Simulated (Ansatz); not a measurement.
**Relaxing Ba₂SrN₂**

Theory: Ansatz 0.2.0, DFT PBE, scalar-relativistic, plane waves, PAW. Cutoff 420 eV, Γ-centred k mesh, Gaussian smearing, no spin polarisation in the final step.

Ba₂SrN₂ was placed on the sites of a reported Sc2BC2 cell (I4/mmm, No. 139), with Sr in place of B, Ba in place of Sc, N in place of C, at a guessed volume.

```
CELL_PARAMETERS angstrom
-2.22143 2.22143 7.12942
2.22143 -2.22143 7.12942
2.22143 2.22143 -7.12942
ATOMIC_POSITIONS crystal
Ba 0.34759 0.34759 0.00000
Ba 0.65241 0.65241 0.00000
Sr 0.00000 0.00000 0.00000
N 0.13816 0.13816 0.00000
N 0.86184 0.86184 0.00000
```

Steps on the 6×6×6 mesh (5 atoms). 8 of 8 steps are shown, and the free energy counts from the last. Trial steps that were taken back and renewals of the plane-wave basis can be among the rows.

| step | ΔF (meV/atom) | V (Å³/atom) | P (GPa) | largest force component (eV/Å) |
| --- | --- | --- | --- | --- |
| 1 | 481.2 | 28.15 | 3.47 | 4.223 |
| 2 | 176.1 | 27.55 | 2.91 | 2.989 |
| 3 | 15.9 | 27.73 | 0.62 | 0.295 |
| 4 | 32.7 | 28.63 | 0.51 | 1.034 |
| 5 | 4.6 | 28.01 | 0.02 | 0.077 |
| 6 | 1.4 | 27.81 | 0.09 | 0.076 |
| 7 | 1.0 | 27.81 | -0.07 | 0.029 |
| 8 | 0.0 | 27.81 | -0.04 | 0.030 |

A final relaxation ran on a 12×12×12 mesh. The relaxed crystal, I4/mmm (No. 139):

```cif
data_structure
_symmetry_space_group_name_H-M 'I4/mmm'
_symmetry_Int_Tables_number 139
_cell_length_a 4.2259
_cell_length_b 4.2259
_cell_length_c 15.4785
_cell_angle_alpha 90.000
_cell_angle_beta 90.000
_cell_angle_gamma 90.000
_cell_volume 276.42
loop_
_atom_site_label
_atom_site_type_symbol
_atom_site_symmetry_multiplicity
_atom_site_Wyckoff_symbol
_atom_site_fract_x
_atom_site_fract_y
_atom_site_fract_z
_atom_site_occupancy
Ba1 Ba 4 e 0.00000 0.00000 0.32379 1
Sr1 Sr 2 a 0.00000 0.00000 0.00000 1
N1 N 4 e 0.00000 0.00000 0.15756 1
```

| Property | Result |
| --- | --- |
| Volume per atom | 27.64 Å³ |
| Density | 4.69 g/cm³ |
| Energy over the elements | -0.19 eV/atom |
| Gap on the 12×12×12 mesh | 0 eV (a metal) |

Energies over the elements count from the elements' standard structures at the same level (N₂ as a molecule), with no empirical corrections.

The final run used a 12×12×12 mesh on its 5-atom cell and 0.10 eV smearing. For metals, differences of a few meV/atom aren't resolved.

A structure relaxed within its symmetry needn't be a true minimum.

Cost: 3 runs of about 4.3 core-minutes in all, on Arm Neoverse V2 (shared hosts).